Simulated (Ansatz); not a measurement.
# NO+ (SMILES N#[O+]): CCSD(T)/aug-cc-pVTZ

Aim: the vertical singlet–triplet gap of NO+ at CCSD(T)/aug-cc-pVTZ, from 2 runs. 

The calculation is run with Ansatz 0.2.0.

1 further run of the same task is left out (set aside as unsound or not needed).

## Step 1: The structure to begin with

The species is NO+ (2 atoms), meant as a singlet with charge +1. As SMILES, `N#[O+]`. Geometry: the measured bond length.

Bond lengths: N1–O2 1.063 Å.

## Step 2: A single-point energy at CCSD(T)/aug-cc-pVTZ

The input, job.yaml:

```yaml
crystal:
  periodic: [false, false, false]
  atoms:
    - {symbol: N, position_ang: [0.000000, 0.000000, 0.000000]}
    - {symbol: O, position_ang: [0.000000, 0.000000, 1.063220]}
basis:
  gaussian:
    orbitals: aug-cc-pVTZ
total_charge: 1
correlation:
  method: ccsd_t
  frozen_orbitals: {"N": 1, O: 1}
accuracy: high
scf:
  omitted_lower_state_checks: [cluster_reference, increment]
```

Started as:

```sh
ansatz run job.yaml --threads 1 --pin off --max-ram 3480MiB --events-out events.jsonl --progress --plain --runs-dir runs
```

Log, shortened:

```text
Warning: RAYON_NUM_THREADS=1 ignored (pool sized by the plan → 1); use --threads N
Functional definition: HF
  name "HF"
[...]
1267 factors; integrals over basis functions are off by at most 2.7e-9 eV
[...]
mean field -3509.35032401 eV, -128.9662456843 hartree, gradient 1.3e-8 eV, S^2 0.000000; 0 other end points of the search recorded, 0 dependent functions left out
2 core orbitals not correlated: weight in the atoms' cores, before any rotation towards them, 1.000 or more for the frozen orbitals, at most 0.000 for the correlated occupied ones
reference -3509.35032401 eV, -128.9662456843 hartree; 5, 5 occupied and 85, 85 virtual orbitals, 1267 factors
second order -11.16072412 eV of doubles, -0.00000000 eV of singles
cycle   1  -10.41363909 eV  change    7.5e-1 eV  update   1.0e-1
[...]
cycle  19  -10.96098026 eV  change  -8.0e-11 eV  update  3.1e-10
perturbative correction -0.54657793 eV, -0.0200863683 hartree
Total energy: -3520.85788220 eV, -129.3891406476 hartree
Checks for a lower state left out: cluster_reference, increment
```

It took 3.3 s on 1 thread of Arm Neoverse V2, shared host; peak memory 0.45 GiB.

## Step 3: The triplet at the same level

job.yaml: that of step 2 with these lines changed.

```diff
@@ -3,3 +3,3 @@
   atoms:
-    - {symbol: N, position_ang: [0.000000, 0.000000, 0.000000]}
+    - {symbol: "N", position_ang: [0.000000, 0.000000, 0.000000]}
     - {symbol: O, position_ang: [0.000000, 0.000000, 1.063220]}
@@ -9,2 +9,5 @@
 total_charge: 1
+magnetization:
+  spin_polarized: true
+  initial_magnetization: 2
 correlation:
```

Started as:

```sh
ansatz run job.yaml --threads 1 --pin off --max-ram 3480MiB --events-out events.jsonl --progress --plain --runs-dir runs
```

Log, shortened:

```text
Warning: RAYON_NUM_THREADS=1 ignored (pool sized by the plan → 1); use --threads N
[... 2 set-up lines as earlier in the session ...]
[...]
1267 factors; integrals over basis functions are off by at most 2.7e-9 eV
[...]
mean field -3502.75407317 eV, -128.7238379370 hartree, gradient 3.5e-8 eV, S^2 2.231426; 9 other end points of the search recorded, 0 dependent functions left out
2 core orbitals not correlated: weight in the atoms' cores, before any rotation towards them, 1.000 or more for the frozen orbitals, at most 0.000 for the correlated occupied ones
reference -3502.75407317 eV, -128.7238379370 hartree; 6, 4 occupied and 84, 86 virtual orbitals, 1267 factors
second order -8.80806464 eV of doubles, -0.00000000 eV of singles
cycle   1  -8.84312227 eV  change   -3.5e-2 eV  update   1.0e-1
[...]
cycle  26  -9.67309071 eV  change   2.4e-10 eV  update  5.1e-10
perturbative correction -0.43593796 eV, -0.0160204246 hartree
Total energy: -3512.86310184 eV, -129.0953378884 hartree
Checks for a lower state left out: cluster_reference, increment
```

It took 12 s on 1 thread of Arm Neoverse V2, shared host; peak memory 0.76 GiB.

## Step 4: Summary of results

At CCSD(T)/aug-cc-pVTZ, 2 core orbitals frozen:

```
                                            quantity          value
                               singlet: total energy  -129.38914 Eh
singlet: correlation energy (2 core orbitals frozen)     -422.9 mEh
                             singlet: (T) correction     -20.09 mEh
                              singlet: T1 diagnostic          0.017
                               triplet: total energy  -129.09534 Eh
triplet: correlation energy (2 core orbitals frozen)     -371.5 mEh
                             triplet: (T) correction     -16.02 mEh
          triplet: ⟨S²⟩ of the reference determinant          2.231
                              triplet: T1 diagnostic          0.064
    vertical energy of the triplet above the singlet       7.995 eV
```

**Reading.** At this shape the triplet lies 7.99 eV (184 kcal/mol) above the singlet. The triples (singlet) make up 4.7 % of the correlation energy. ⟨S²⟩ (triplet) is 2.23 where a pure triplet has 2.00: the reference is spin-contaminated. The T1 diagnostic (triplet) of 0.064 is above the customary mark for such species, so a single reference may not serve. The triples (triplet) make up 4.3 % of the correlation energy.
